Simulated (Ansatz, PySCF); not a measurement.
Noncovalent pair: CH2O2 (SMILES O=CO) (first 5 atoms) with CH2O2 (SMILES O=CO); geometry from S22 set.
(charge 0, multiplicity 1):
```xyz
10

C     -1.88890    -0.17969     0.00000
O     -1.49328     1.07369     0.00000
O     -1.17043    -1.16659     0.00000
H     -2.97949    -0.25883     0.00000
H     -0.49883     1.10719     0.00000
C      1.88890     0.17969     0.00000
O      1.49328    -1.07369     0.00000
O      1.17043     1.16659     0.00000
H      2.97949     0.25883     0.00000
H      0.49883    -1.10719     0.00000
```

Basis-set superposition error: the interaction energy with monomers in their own basis, and in the dimer's basis (counterpoise).

The values were computed with Ansatz (Gaussian basis) for Hartree–Fock, density functionals and correlated methods; PySCF for 6-31G* rows. 

```json
[
 {"level": "B3LYP/6-31G*", "uncorrected (kcal/mol)": "-21.40", "counterpoise (kcal/mol)": "-17.21", "difference": "4.19"},
 {"level": "B3LYP/def2-TZVPPD", "uncorrected (kcal/mol)": "-17.42", "counterpoise (kcal/mol)": "-17.30", "difference": "0.12"},
 {"level": "BHLYP/def2-TZVPPD", "uncorrected (kcal/mol)": "-19.02", "counterpoise (kcal/mol)": "-18.93", "difference": "0.09"},
 {"level": "CAM-B3LYP/def2-TZVPPD", "uncorrected (kcal/mol)": "-19.42", "counterpoise (kcal/mol)": "-19.30", "difference": "0.12"},
 {"level": "MP2/aug-cc-pVDZ", "uncorrected (kcal/mol)": "-18.56", "counterpoise (kcal/mol)": "-15.99", "difference": "2.57"},
 {"level": "MP2/aug-cc-pVTZ", "uncorrected (kcal/mol)": "-19.07", "counterpoise (kcal/mol)": "-17.55", "difference": "1.52"},
 {"level": "SCS-MP2/aug-cc-pVTZ", "uncorrected (kcal/mol)": "-17.50", "counterpoise (kcal/mol)": "-15.84", "difference": "1.66"},
 {"level": "SCS-MP2/aug-cc-pVQZ", "uncorrected (kcal/mol)": "-17.34", "counterpoise (kcal/mol)": "-16.43", "difference": "0.91"},
 {"level": "CCSD/aug-cc-pVDZ", "uncorrected (kcal/mol)": "-17.76", "counterpoise (kcal/mol)": "-15.29", "difference": "2.47"},
 {"level": "CCSD(T)/aug-cc-pVTZ", "uncorrected (kcal/mol)": "-19.23", "counterpoise (kcal/mol)": "-17.75", "difference": "1.48"}
]
```

The error is largest for B3LYP/6-31G* (4.19 kcal/mol) and smallest for BHLYP/def2-TZVPPD (0.09 kcal/mol).

Ansatz is a first-principles code.
